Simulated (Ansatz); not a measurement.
[PO2]+ (SMILES O=[P+]=O): the vertical energy of the triplet above the singlet, rung by rung

The species is [PO2]+ (3 atoms), meant as a singlet with charge +1. SMILES: `O=[P+]=O`. The coordinates come from a GFN2-xTB relaxation.

```xyz
3

O     0.7923    1.0259    0.5482
P     0.0002   -0.0002    0.0003
O    -0.7925   -1.0257   -0.5485
```

Each level gives the vertical energy of the triplet above the singlet (eV). The values are calculated.

```json
{"level": "HF/STO-3G", "kind": "Hartree–Fock", "program": "Ansatz", "value (eV)": "1.97", "less FCI/STO-3G": "-1.92", "CPU time (all runs)": "1 s"}
{"level": "PBE/STO-3G", "kind": "GGA", "program": "Ansatz", "value (eV)": "3.95", "less FCI/STO-3G": "+0.06", "CPU time (all runs)": "12 s"}
{"level": "B3LYP/STO-3G", "kind": "global hybrid", "program": "Ansatz", "value (eV)": "3.67", "less FCI/STO-3G": "-0.22", "CPU time (all runs)": "17 s"}
{"level": "PBE0/STO-3G", "kind": "global hybrid", "program": "Ansatz", "value (eV)": "3.66", "less FCI/STO-3G": "-0.23", "CPU time (all runs)": "16 s"}
{"level": "wB97X/STO-3G", "kind": "range-separated hybrid", "program": "Ansatz", "value (eV)": "3.57", "less FCI/STO-3G": "-0.32", "CPU time (all runs)": "39 s"}
{"level": "B2PLYP/STO-3G", "kind": "double hybrid", "program": "Ansatz", "value (eV)": "4.28", "less FCI/STO-3G": "+0.39", "CPU time (all runs)": "38 s"}
{"level": "RPA@PBE/STO-3G", "kind": "RPA", "program": "Ansatz", "value (eV)": "3.81", "less FCI/STO-3G": "-0.08", "CPU time (all runs)": "15 s"}
{"level": "CCSD/STO-3G", "kind": "coupled cluster or CI", "program": "Ansatz", "value (eV)": "3.29", "less FCI/STO-3G": "-0.60", "CPU time (all runs)": "1.1 s"}
{"level": "FCI/STO-3G", "kind": "exact in the basis", "program": "Ansatz", "value (eV)": "3.89", "less FCI/STO-3G": "0.00", "CPU time (all runs)": "4.3 s"}
```

FCI/STO-3G is exact within its basis and frozen core, so for wave-function methods in that basis the difference is their error; functionals converge differently with the basis, so for them it is only a difference. The values span 1.97 to 4.28 eV. Spin contamination of the reference (⟨S²⟩ at least 0.1 too high) touches HF/STO-3G, B2PLYP/STO-3G, CCSD/STO-3G. All rows use very small basis sets, so none should be taken for the real molecule's value. In so small a basis fixed costs decide the times, and correlated methods can beat functionals. CPU times are rough (shared hosts, several kinds of processor and program).
